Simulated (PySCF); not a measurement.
Match the calculated data to a structure.

All candidates are C4H6O2.

| technique | computed result |
| --- | --- |
| Couplings | largest of the computed one-bond spin–spin couplings (means over like bonds): 13C–1H +194.7, 13C–1H +172.6, 13C–1H +162.7, 13C–1H +136.1 (×3), 13C–13C +92.9, 13C–13C +64.6, 17O–13C +36.3, 17O–13C +30.3 Hz [B3LYP/pcJ-1, spin–dipole term left out] |
| NMR, other nuclei | isotropic shieldings of nuclei other than C and H, by class: -112 (1 O), 76 (1 O) ppm [GIAO PBE0/pcSseg-1] |
| Rotational structure | rotational constants A, B, C: 9.480, 2.250, 1.839 GHz [GFN2-xTB] |
| 1H NMR | chemical shifts (computed TMS as zero) by class: 7.88 (1 H), 5.08 (1 H), 4.83 (1 H), 2.14 (3 H) ppm [GIAO PBE0/pcSseg-1] |
| 13C NMR | chemical shifts (computed TMS as zero) by class: 172.4 (1 C), 149.3 (1 C), 101.1 (1 C), 23.2 (1 C) ppm [GIAO PBE0/pcSseg-1] |
| Dipole | 1.80 D [PBE0/pcSseg-1] |

Gas-phase values; electronic properties from PySCF, density fitting. Levels stand in brackets. Isolated species at its GFN2-xTB geometry (one conformer only). NMR classes are plain means over equivalent atoms (diastereotopic ones count apart unless rotation or inversion swaps them), as if these changed places fast.

**Question.** Which candidate is it?
A. `CCOC=C=O`
B. `C=CCC(=O)O`
C. `CCC(=O)C=O`
D. `C=COC(C)=O`
E. `O=C(O)C1CC1`

**Answer.** D. It is `C=COC(C)=O`. Numbering: `[CH2:1]=[CH:2][O:3][C:4]([CH3:5])=[O:6]`. Its formula, C4H6O2, gives 2 degrees of unsaturation: 0 rings and 2 π bonds in the structure found. 4 carbons fall into 4 classes; from least to most shielded: ester carbonyl carbon [C4] (172.4 ppm), vinylic carbon bearing oxygen [C2] (149.3 ppm), terminal =CH2 carbon [C1] (101.1 ppm), methyl carbon next to a carbonyl [C5] (23.2 ppm). Hydrogen classes from least to most shielded: 1 H on a vinylic carbon bearing oxygen, C2 (7.88 ppm), 1 H on a terminal =CH2 carbon, C1 (5.08 ppm), 1 H on a terminal =CH2 carbon, C1 (4.83 ppm), 3 H on a methyl carbon next to a carbonyl, C5 (2.14 ppm). The other shieldings belong to: -112 ppm, ester carbonyl oxygen [O6]; 76 ppm, ester single-bonded oxygen [O3]. The couplings run between: +194.7 Hz, vinylic carbon bearing oxygen [C2] and its hydrogen; +172.6 Hz, terminal =CH2 carbon [C1] and its hydrogen; +162.7 Hz, terminal =CH2 carbon [C1] and its hydrogen; +136.1 Hz, methyl carbon next to a carbonyl [C5] and its hydrogen (with 2 like pairs); +92.9 Hz, terminal =CH2 carbon [C1] and vinylic carbon bearing oxygen [C2]; +64.6 Hz, ester carbonyl carbon [C4] and methyl carbon next to a carbonyl [C5]; +36.3 Hz, ester single-bonded oxygen [O3] and ester carbonyl carbon [C4]; +30.3 Hz, ester carbonyl oxygen [O6] and ester carbonyl carbon [C4]. The optimised geometry has point group Cs and is an asymmetric top.

The others, at the same levels:
- `C=CCC(=O)O` fails: its computed 13C shifts are 175.0 (1 C), 141.5 (1 C), 125.8 (1 C), 45.0 (1 C) ppm, 1H shifts are 6.35 (1 H), 5.89 (1 H), 5.61 (1 H), 5.54 (1 H), 3.15 (2 H) ppm and rotational constant A is 7.252 GHz (against 9.480 GHz).
- `CCC(=O)C=O` fails: its computed 13C shifts are 205.8 (1 C), 197.3 (1 C), 34.2 (1 C), 8.1 (1 C) ppm, 1H shifts are 9.31 (1 H), 2.79 (2 H), 1.15 (3 H) ppm and rotational constant A is 6.654 GHz (against 9.480 GHz).
- `O=C(O)C1CC1` fails: it has 3 carbon classes against 4; its computed 13C shifts are 180.6 (1 C), 13.6 (1 C), 11.8 (2 C) ppm, 1H shifts are 6.08 (1 H), 1.65 (1 H), 1.02 (2 H), 0.90 (2 H) ppm and rotational constant A is 7.699 GHz (against 9.480 GHz).
- `CCOC=C=O` fails: its computed 13C shifts are 259.5 (1 C), 86.0 (1 C), 68.8 (1 C), 18.2 (1 C) ppm, 1H shifts are 6.91 (1 H), 3.21 (2 H), 1.43 (3 H) ppm and rotational constant A is 10.066 GHz (against 9.480 GHz).

Each candidate is one conformer, not necessarily the lowest. Dipoles, sizes and rotational constants follow the conformer. The torsions of the flexible species, by atom-mapped SMILES:
- `[CH2:1]=[CH:2][O:3][C:4]([CH3:5])=[O:6]`: C1–C2–O3–C4 180°, C2–O3–C4–C5 180°
- `[CH2:1]=[CH:2][CH2:3][C:4](=[O:5])[OH:6]`: C1–C2–C3–C4 -115°, C2–C3–C4–O5 -75°, H–O6–C4–C3 -178°
- `[CH3:1][CH2:2][C:3](=[O:4])[CH:5]=[O:6]`: C1–C2–C3–O4 0°, C2–C3–C5–O6 0°
- `[O:1]=[C:2]([OH:3])[CH:4]1[CH2:5][CH2:6]1`: O1–C2–C4–C5 33°, H–O3–C2–O1 0°
- `[CH3:1][CH2:2][O:3][CH:4]=[C:5]=[O:6]`: C1–C2–O3–C4 180°, C2–O3–C4–C5 0°
